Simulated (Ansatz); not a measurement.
Two isomers of C3H2O: A = `C1=COC=1`, B = `O=c1cc1`.

Calculated with Ansatz (gas phase, PBE0-D4/def2-TZVP geometries, no zero-point term in ΔE). CCSD(T)/CBS is the MP2 limit (def2-TZVPP, def2-QZVPP) plus CCSD(T) − MP2 in def2-TZVPP, frozen cores. This one scheme is used for every species. DFT in def2-TZVPP. B3LYP here is the variant with VWN-RPA as its local correlation; programs differ in this.

(1) Which isomer does CCSD(T)/CBS put lower? Give the gap. (Best estimate.)

(2) Give E(B) − E(A) in kJ/mol with PBE-D4, B3LYP, HF/def2-TZVPP, CCSD/def2-TZVPP, B2PLYP, MP2/def2-TZVPP, PBE0-D4. (An estimate is asked.)

(3) Does the order hold for the free energy at 298.15 K (harmonic terms from PBE0-D4)? (Estimate.)

Largest T1 diagnostic: 0.021.

Results:

(1) Ansatz gave: B, by 495.2 kJ/mol.

(2) Ansatz gave: PBE-D4 -483.6, B3LYP -506.1, HF/def2-TZVPP -589.2, CCSD/def2-TZVPP -517.0, B2PLYP -500.0, MP2/def2-TZVPP -493.6, PBE0-D4 -514.6. None reverses the order clearly.

(3) Computed: Yes: G(B) − G(A) = -482.9 kJ/mol.

From r2SCAN to r2SCAN0 (25 % exact exchange), in def2-TZVPP and without D4, E(B) − E(A) moves by −26.0 kJ/mol. In def2-TZVPP, CCSD(T) changes the Hartree–Fock value by +93.6 kJ/mol (the triples alone add +21.3 kJ/mol) and MP2 by +95.6 kJ/mol.
